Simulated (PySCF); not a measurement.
Gas-phase reaction: 3 Al(CH3)F2 + C3H3 (propargyl) + 5 CH3 ⇌ 3 Al(CH3)3 + 2 CF3

Computed with PySCF and rigid-rotor harmonic-oscillator thermochemistry at 1 bar. † marks an energy on the PBE0/def2-TZVP geometry and frequencies; other levels use their own. MP2 and CCSD(T) freeze the core. Open shells (unrestricted): C3H3 (propargyl) (multiplicity 2), CH3 (multiplicity 2), CF3 (multiplicity 2); the rest are closed-shell singlets. Al(CH3)F2: computed as isolated molecules; such fragments, hydroxides, amides, oligomers or adducts are transient or little studied in the gas. MP2 isn't extrapolated to the basis-set limit. CCSD(T) isn't extrapolated to the basis-set limit. Warning, large T1 diagnostic: C3H3 (propargyl) (CCSD(T)/def2-SVP†). Warning, spin contamination: C3H3 (propargyl) (CCSD(T)/def2-SVP†, MP2/def2-SVP†, MP2/def2-TZVPP†).

```
level               ΔH°(298 K), kJ
------------------  --------------
BLYP/def2-TZVP†                ___
CCSD(T)/def2-SVP†              273
M06-2X/def2-TZVP†              251
MP2/def2-SVP†                  ___
MP2/def2-TZVPP†                ___
PBE0/def2-TZVP                 ___
r2SCAN/def2-TZVP†              317
ωB97M-V/def2-TZVP†             248
```

Some entries are withheld; supply them.


- BLYP/def2-TZVP†, ΔH°(298 K), kJ: 379
- MP2/def2-SVP†, ΔH°(298 K), kJ: 245
- MP2/def2-TZVPP†, ΔH°(298 K), kJ: 294
- PBE0/def2-TZVP, ΔH°(298 K), kJ: 226
